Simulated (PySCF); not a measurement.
## NH$_{3}$, singlet: reading a ladder of total energies

Geometry: MP2(full)/6-31G*, from the G2/97 set.

| atom | x (Å) | y (Å) | z (Å) |
| --- | --- | --- | --- |
| N | 0.0000 | 0.0000 | 0.0689 |
| H | 0.0000 | 0.9397 | -0.3194 |
| H | 0.8138 | -0.4699 | -0.3194 |
| H | -0.8138 | -0.4699 | -0.3194 |

Basis 6-31G* (Cartesian d functions); PySCF 2.14.0. Correlated methods freeze the noble-gas cores, which leaves 8 electrons in 20 orbitals. R marks a restricted (for open shells ROHF) determinant.

Full CI isn't at hand for all of this; RCCSDT(Q) serves as the reference, and is uncertain by about the last step of the cluster series.

```json
{"level": "RHF", "total energy (hartree)": "-56.183840"}
{"level": "RMP2", "total energy (hartree)": "-56.354211"}
{"level": "RCCSD", "total energy (hartree)": "-56.369523"}
{"level": "RCCSD(T)", "total energy (hartree)": "-56.372039"}
{"level": "RCCSDT", "total energy (hartree)": "-56.372270"}
{"level": "RCCSDT(Q)", "total energy (hartree)": "-56.372633"}
```

Problem. What is the correlation energy at RCCSDT(Q), and what share of it do RMP2 and RCCSD recover?

Solution. E(corr) = -56.372633 − (-56.183840) = -0.188793 hartree = -5.137 eV. RMP2: -0.170371 / -0.188793 = 90.24 %. RCCSD: -0.185683 / -0.188793 = 98.35 %.

Problem. By how many kcal/mol does RCCSD(T) miss RCCSDT(Q) (1 hartree = 627.509 kcal/mol), and which steps make up the rest?

Solution. -56.372039 − (-56.372633) = 0.000594 hartree = 0.37 kcal/mol. Steps: RCCSDT − RCCSD(T) = -0.14, RCCSDT(Q) − RCCSDT = -0.23 kcal/mol. That is within 1 kcal/mol of the reference in this basis, which itself misses far more of the correlation at the basis-set limit.
